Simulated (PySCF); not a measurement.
# CH8BP: the cost of one run

Computed with PySCF 2.14.0, with density-fitted response routines of our own, on a single molecule in the gas phase. Atoms are numbered from 0 throughout.

**1. The starting structure**

11 atoms, charge 0, multiplicity 1; geometry from: GFN2-xTB. The atoms were then displaced at random by about 0.01 Å, so the start is not that level's minimum.

Bonds of the start (Å): C0–B1 1.60, B1–P2 1.92, C0–H3 1.07, C0–H4 1.09, C0–H5 1.10, B1–H6 1.20, B1–H7 1.18, P2–H8 1.36, P2–H9 1.40, P2–H10 1.40.

**2. Optimising the geometry at PBE0-D3(BJ)/def2-SVP**

Job settings and geometry (Å):

```
{"job": {"xc": "PBE0", "basis": "def2-SVP", "d3": "d3bj", "grid": 1, "shake": 0.01, "kind": "geom"}, "charge": 0, "multiplicity": 1}
C     -1.313250     0.552220     0.036700
B     -0.386890    -0.701720     0.387980
P      1.348180    -0.165340    -0.235610
H     -2.326460     0.391210     0.336650
H     -1.021000     1.485380     0.527310
H     -1.365430     0.798860    -1.039110
H     -0.230900    -0.904050     1.558150
H     -0.610180    -1.685000    -0.230990
H      1.525230     0.177000    -1.542390
H      1.930820     0.990340     0.296630
H      2.487990    -0.964730    -0.110990
```

Run with:

```
OMP_NUM_THREADS=1 python probes_run.py task.json out
```

This one command runs all jobs of the session in turn.

**Question.** How long does this first job take on 1 thread of Arm Neoverse V2, shared host, and how much memory does it need?

About 12 s, with a peak of 0.36 GiB.
